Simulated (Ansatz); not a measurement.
A run of Ansatz (development build ahead of 0.2.0) on singlet C3H6 at this shape:

```yaml
atoms:
  - { symbol: C, position_ang: [0.9349, 0.0000, 0.0000] }
  - { symbol: C, position_ang: [-0.4675, 0.8097, 0.0000] }
  - { symbol: C, position_ang: [-0.4675, -0.8097, 0.0000] }
  - { symbol: H, position_ang: [1.5792, 0.0000, 0.9898] }
  - { symbol: H, position_ang: [1.5792, 0.0000, -0.9898] }
  - { symbol: H, position_ang: [-0.7896, 1.3676, -0.9898] }
  - { symbol: H, position_ang: [-0.7896, 1.3676, 0.9898] }
  - { symbol: H, position_ang: [-0.7896, -1.3676, 0.9898] }
  - { symbol: H, position_ang: [-0.7896, -1.3676, -0.9898] }
```

Its results:

| Item | Value |
| --- | --- |
| Converged | yes |
| Reference energy | -117.04133 hartree |
| Correlation energy | -0.51025 hartree |
| Total energy | -117.55157 hartree |
| Spin squared of the determinant | 0.000 |

Which input gives this output? Name the method, the orbitals and the basis set, and write the input.

RHF-MP2 in def2-TZVP. An unrestricted run that stays on the closed shell gives the same numbers.

```yaml
crystal:
  periodic: [false, false, false]
  atoms:
    - { symbol: C, position_ang: [0.93495, 0.0, 0.0] }
    - { symbol: C, position_ang: [-0.46747, 0.80969, 0.0] }
    - { symbol: C, position_ang: [-0.46747, -0.80969, 0.0] }
    - { symbol: H, position_ang: [1.57917, 0.0, 0.98978] }
    - { symbol: H, position_ang: [1.57917, 0.0, -0.98978] }
    - { symbol: H, position_ang: [-0.78959, 1.3676, -0.98978] }
    - { symbol: H, position_ang: [-0.78959, 1.3676, 0.98978] }
    - { symbol: H, position_ang: [-0.78959, -1.3676, 0.98978] }
    - { symbol: H, position_ang: [-0.78959, -1.3676, -0.98978] }
basis:
  gaussian: { orbitals: def2-TZVP }
hamiltonian:
  xc: hf
correlation:
  method: mp2
  frozen_orbitals: { C: 1, H: 0 }
```

Caution: no unrestricted run beside it, a lower state can exist.
